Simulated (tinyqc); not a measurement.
Inside a calculation. Method: G0W0 on RHF in the sto-3g basis, for LiH, spin multiplicity 1. One step of it, computed by the program tinyqc.

Question. G0W0 on Hartree-Fock: LUMO. W(p,q,m) = sqrt2 sum_ia (pq|ia) (X+Y)_ia,m; Sigma_c(x) = sum_(i,m) W^2/(x - e_i + w_m) + sum_(a,m) W^2/(x - e_a - w_m); solve x = e_p + Sigma_c(x) by Newton steps; Z = 1/(1 - dSigma/dx); 1 hartree = 27.211386 eV.

orbital energies (hartree): MO1 -2.346821, MO2 -0.293641, MO3 0.078999, MO4 0.163747, MO5 0.163747, MO6 0.574547

Two-electron integrals over orbitals (pq|rs), unique and non-zero (hartree):
```
(11|11) 1.658162    (21|11) -0.116913   (21|21) 0.014713    (22|11) 0.379600
(22|21) 0.007266    (22|22) 0.494354    (31|11) -0.137625   (31|21) 0.011547
(31|22) -0.017103   (31|31) 0.021511    (32|11) 0.011410    (32|21) -0.003663
(32|22) -0.046919   (32|31) 0.000234    (32|32) 0.012130    (33|11) 0.395966
(33|21) -0.011680   (33|22) 0.226656    (33|31) 0.002003    (33|32) 0.006149
(33|33) 0.338824    (41|41) 0.009819    (42|41) 0.007578    (42|42) 0.023993
(43|41) 0.010243    (43|42) 0.019210    (43|43) 0.041316    (44|11) 0.396308
(44|21) -0.004595   (44|22) 0.275192    (44|31) -0.004939   (44|32) 0.004719
(44|33) 0.282219    (44|44) 0.312946    (51|51) 0.009819    (52|51) 0.007578
(52|52) 0.023993    (53|51) 0.010243    (53|52) 0.019210    (53|53) 0.041316
(54|54) 0.016869    (55|11) 0.396308    (55|21) -0.004595   (55|22) 0.275192
(55|31) -0.004939   (55|32) 0.004719    (55|33) 0.282219    (55|44) 0.279207
(55|55) 0.312946    (61|11) 0.043308    (61|21) -0.008127   (61|22) -0.005993
(61|31) -0.001255   (61|32) 0.001234    (61|33) 0.009588    (61|44) 0.000183
(61|55) 0.000183    (61|61) 0.007227    (62|11) -0.028483   (62|21) 0.005768
(62|22) 0.132292    (62|31) -0.000752   (62|32) -0.033483   (62|33) -0.009439
(62|44) -0.010863   (62|55) -0.010863   (62|61) 0.000425    (62|62) 0.122945
(63|11) 0.017403    (63|21) -0.004272   (63|22) -0.050932   (63|31) 0.004505
(63|32) 0.008436    (63|33) 0.036049    (63|44) 0.001400    (63|55) 0.001400
(63|61) 0.004181    (63|62) -0.031050   (63|63) 0.026302    (64|41) -0.005991
(64|42) -0.019518   (64|43) -0.013867   (64|64) 0.019470    (65|51) -0.005991
(65|52) -0.019518   (65|53) -0.013867   (65|65) 0.019470    (66|11) 0.361676
(66|21) 0.004334    (66|22) 0.457388    (66|31) -0.011368   (66|32) -0.042149
(66|33) 0.242028    (66|44) 0.269304    (66|55) 0.269304    (66|61) -0.002112
(66|62) 0.140527    (66|63) -0.043552   (66|66) 0.456383
```

excitation energies w (hartree): 0.388974  0.502920  0.502920  1.089192  2.468454  2.530164  2.530164  2.935798

X + Y:
```
             1          2          3          4          5         6          7          8
1>3  -0.000242   0.000000   0.000000   0.001342   0.991312  0.000000   0.000000  -0.004808
1>4   0.000000   0.005650  -0.010362   0.000000   0.000000  0.145307   0.985451   0.000000
1>5   0.000000  -0.010362  -0.005650   0.000000   0.000000  0.985451  -0.145307   0.000000
1>6  -0.001727   0.000000   0.000000  -0.000508   0.005755  0.000000   0.000000   0.997525
2>3   0.976110   0.000000   0.000000  -0.043168   0.000065  0.000000   0.000000   0.000215
2>4   0.000000  -0.456520   0.837275   0.000000   0.000000  0.000328   0.002222   0.000000
2>5   0.000000   0.837275   0.456520   0.000000   0.000000  0.002222  -0.000328   0.000000
2>6   0.110261   0.000000   0.000000   0.890366  -0.000527  0.000000   0.000000   0.000196
```

Give: The 12 largest terms at x = e_p; Newton steps; quasiparticle energy of the LUMO; Hartree-Fock value.

Answer.

The 12 largest terms at x = e_p (hartree; W for the signs of X + Y given):
```
q  m       W       term
2  4  -0.043   1.26e-03
6  4  -0.040  -9.90e-04
5  2   0.023  -8.69e-04
4  3   0.023  -8.69e-04
4  2  -0.012  -2.58e-04
5  3   0.012  -2.58e-04
1  5   0.030   1.86e-04
2  1   0.012   1.74e-04
3  4  -0.012  -1.38e-04
3  1   0.007  -1.26e-04
5  6   0.014  -7.86e-05
4  7   0.014  -7.86e-05
```

Newton steps (hartree):
```
step      x  Sigma_c(x)      Z
0     0.079   -2.19e-03  0.994
1     0.077   -2.18e-03  0.994
2     0.077   -2.18e-03  0.994
```

quasiparticle energy of the LUMO = 2.090 eV

Hartree-Fock value = 2.150 eV
